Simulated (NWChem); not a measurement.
System: NaCl; SMILES [Na][Cl]

The following NWChem deck was run.

```
start job
memory heap 200 mb stack 900 mb global 1100 mb
geometry units angstroms noautoz
  Na     0.000000     0.000000    -1.409652
  Cl     0.000000     0.000000     0.928494
end
basis spherical
  Na library sto-3g
  Cl library sto-3g
end
dft
  xc pbe0
  iterations 150
  mulliken
end
task dft energy
```

Output (shortened):

```
             Northwest Computational Chemistry Package (NWChem) 7.3.0
             --------------------------------------------------------

 ORDER OF PRIMARY AXIS IS BEING SET TO 4
 C4V symmetry detected

                             Geometry "geometry" -> ""
                             -------------------------

 Output coordinates in angstroms (scale by  1.889725989 to convert to a.u.)

  No.       Tag          Charge          X              Y              Z
 ---- ---------------- ---------- -------------- -------------- --------------
    1 Na                  11.0000     0.00000000     0.00000000    -1.41958864
    2 Cl                  17.0000     0.00000000     0.00000000     0.91855736

 Effective nuclear repulsion energy (a.u.)      42.3224835245

      Symmetry information
      --------------------

 Group name             C4v
 Group number             18
 Group order               8
 No. of unique centers     2

                                 NWChem DFT Module
                                 -----------------

 Summary of "ao basis" -> "ao basis" (spherical)
 ------------------------------------------------------------------------------
       Tag                 Description            Shells   Functions and Types
 ---------------- ------------------------------  ------  ---------------------
 Na                          sto-3g                  5        9   3s2p
 Cl                          sto-3g                  5        9   3s2p

      Symmetry analysis of basis
      --------------------------

        a1         10
        a2          0
        b1          0
        b2          0
        e           8

            General Information
            -------------------
          SCF calculation type: DFT
          Wavefunction type:  closed shell.
          No. of atoms     :     2
          No. of electrons :    28
           Alpha electrons :    14
            Beta electrons :    14
          Charge           :     0
          Spin multiplicity:     1
          Use of symmetry is: on ; symmetry adaption is: on
          Maximum number of iterations: 150
          AO basis - number of functions:    18
                     number of shells:    10
          Convergence on energy requested:  1.00D-06
          Convergence on density requested:  1.00D-05
          Convergence on gradient requested:  5.00D-04

              XC Information
              --------------
                         PBE0 Method XC Functional
                     Hartree-Fock (Exact) Exchange  0.250
          PerdewBurkeErnzerhof Exchange Functional  0.750
            Perdew 1991 LDA Correlation Functional  1.000 local
           PerdewBurkeErnz. Correlation Functional  1.000 non-local

             Grid Information
             ----------------
          Grid used for XC integration:  medium
          Radial quadrature: Mura-Knowles
          Angular quadrature: Lebedev.
          Tag              B.-S. Rad. Rad. Pts. Rad. Cut. Ang. Pts.
          ---              ---------- --------- --------- ---------
          Na                  1.80       88           7.0       434
          Cl                  1.00       88           7.0       590
          Grid pruning is: on
          Number of quadrature shells:   176
          Spatial weights used:  Erf1

      Superposition of Atomic Density Guess
      -------------------------------------

 Sum of atomic energies:        -614.21976626

      Non-variational initial energy
      ------------------------------

 Total energy =    -613.950508
 1-e energy   =    -940.568779
 2-e energy   =     284.295788
 HOMO         =      -0.363123
 LUMO         =       0.371608

      Symmetry analysis of molecular orbitals - initial
      -------------------------------------------------

  Numbering of irreducible representations:

     1 a1          2 a2          3 b1          4 b2          5 e

  Orbital symmetries:

     1 a1          2 a1          3 a1          4 a1          5 e
     6 e           7 a1          8 a1          9 e          10 e
    11 a1         12 a1         13 e          14 e          15 a1
    16 e          17 e          18 a1

     ---------------------------------------------
      Total Density - Mulliken Population Analysis
     ---------------------------------------------

    Atom       Charge   Shell Charges
 -----------   ------   -------------------------------------------------------
    1 Na  11    10.08   2.00  1.93  5.29  0.13  0.73
    2 Cl  17    17.92   2.00  2.00  6.00  2.00  5.93

   convergence    iter        energy       DeltaE   RMS-Dens  Diis-err
 ---------------- ----- ----------------- --------- --------- ---------
 d= 0,ls=0.0,diis     1   -615.2736839548 -6.58D+02  4.13D-02  1.00D-01
 d= 0,ls=0.0,diis     2   -615.2953779445 -2.17D-02  9.65D-03  2.62D-02
 d= 0,ls=0.0,diis     3   -615.2987387211 -3.36D-03  7.09D-04  6.57D-04
 d= 0,ls=0.0,diis     4   -615.2987975439 -5.88D-05  1.43D-04  1.69D-06
 d= 0,ls=0.0,diis     5   -615.2987980517 -5.08D-07  4.88D-06  7.17D-10

         Total DFT energy =     -615.298798051654
      One electron energy =     -943.568972502016
           Coulomb energy =      328.468805475007
    Exchange-Corr. energy =      -42.521114549174
 Nuclear repulsion energy =       42.322483524529

 Numeric. integr. density =       27.999999986079

                  Occupations of the irreducible representations
                  ----------------------------------------------

                     irrep           alpha         beta
                     --------     --------     --------
                     a1                8.0          8.0
                     a2                0.0          0.0
                     b1                0.0          0.0
                     b2                0.0          0.0
                     e                 6.0          6.0

                       DFT Final Molecular Orbital Analysis
                       ------------------------------------

 Vector   12  Occ=2.000000D+00  E=-1.020737D-01  Symmetry=a1
              MO Center=  2.4D-18,  1.0D-19,  8.4D-01, r^2= 1.2D+00
   Bfn.  Coefficient  Atom+Function         Bfn.  Coefficient  Atom+Function
  ----- ------------  ---------------      ----- ------------  ---------------
    18      0.939445  2 Cl pz                14     -0.263387  2 Cl pz
     6     -0.233974  1 Na s                  2      0.162334  1 Na s
    15      0.140863  2 Cl s                  5      0.112994  1 Na pz
     9     -0.090504  1 Na pz                 1     -0.040201  1 Na s
    11     -0.034787  2 Cl s

 Vector   13  Occ=2.000000D+00  E=-7.376382D-02  Symmetry=e
              MO Center=  2.8D-23, -3.8D-24,  9.0D-01, r^2= 9.5D-01
   Bfn.  Coefficient  Atom+Function         Bfn.  Coefficient  Atom+Function
  ----- ------------  ---------------      ----- ------------  ---------------
    16      1.012069  2 Cl px                12     -0.280287  2 Cl px
    17     -0.138800  2 Cl py                 7      0.060766  1 Na px
     3     -0.050815  1 Na px                13      0.038440  2 Cl py

 Vector   14  Occ=2.000000D+00  E=-7.376382D-02  Symmetry=e
              MO Center= -1.0D-23, -7.5D-23,  9.0D-01, r^2= 9.5D-01
   Bfn.  Coefficient  Atom+Function         Bfn.  Coefficient  Atom+Function
  ----- ------------  ---------------      ----- ------------  ---------------
    17      1.012069  2 Cl py                13     -0.280287  2 Cl py
    16      0.138800  2 Cl px                 8      0.060766  1 Na py
     4     -0.050815  1 Na py                12     -0.038440  2 Cl px

 Vector   15  Occ=0.000000D+00  E= 2.224036D-01  Symmetry=a1
              MO Center=  1.4D-17,  4.0D-18, -1.7D+00, r^2= 1.6D+00
   Bfn.  Coefficient  Atom+Function         Bfn.  Coefficient  Atom+Function
  ----- ------------  ---------------      ----- ------------  ---------------
     6      1.070916  1 Na s                  2     -0.573122  1 Na s
     9     -0.315245  1 Na pz                18      0.279911  2 Cl pz
     5      0.222003  1 Na pz                 1      0.143386  1 Na s
    15     -0.096255  2 Cl s                 14     -0.072850  2 Cl pz

 Vector   16  Occ=0.000000D+00  E= 4.870005D-01  Symmetry=e
              MO Center=  4.3D-22, -7.0D-23, -1.4D+00, r^2= 1.4D+00
   Bfn.  Coefficient  Atom+Function         Bfn.  Coefficient  Atom+Function
  ----- ------------  ---------------      ----- ------------  ---------------
     7      1.098622  1 Na px                 3     -0.668445  1 Na px
     8     -0.178713  1 Na py                16     -0.127382  2 Cl px
     4      0.108736  1 Na py                12      0.032343  2 Cl px

 Vector   17  Occ=0.000000D+00  E= 4.870005D-01  Symmetry=e
              MO Center=  2.8D-24,  1.8D-23, -1.4D+00, r^2= 1.4D+00
   Bfn.  Coefficient  Atom+Function         Bfn.  Coefficient  Atom+Function
  ----- ------------  ---------------      ----- ------------  ---------------
     8      1.098622  1 Na py                 4     -0.668445  1 Na py
     7      0.178713  1 Na px                17     -0.127382  2 Cl py
     3     -0.108736  1 Na px                13      0.032343  2 Cl py

     ---------------------------------------------
      Total Density - Mulliken Population Analysis
     ---------------------------------------------

    Atom       Charge   Shell Charges
 -----------   ------   -------------------------------------------------------
    1 Na  11    10.25   2.00  1.92  5.34  0.24  0.74
    2 Cl  17    17.75   2.00  2.00  5.99  1.99  5.76

     -------------------------------------------
      Total Density - Lowdin Population Analysis
     -------------------------------------------

    Atom       Charge   Shell Charges
 -----------   ------   -------------------------------------------------------
    1 Na  11    10.30   1.99  1.83  5.09  0.36  1.04
    2 Cl  17    17.70   2.00  2.00  5.99  1.96  5.74

     Multipole analysis of the density
     ---------------------------------

[...]
```

Level: PBE0/STO-3G. Coordinates come from a PBE0/def2-SVP optimisation.
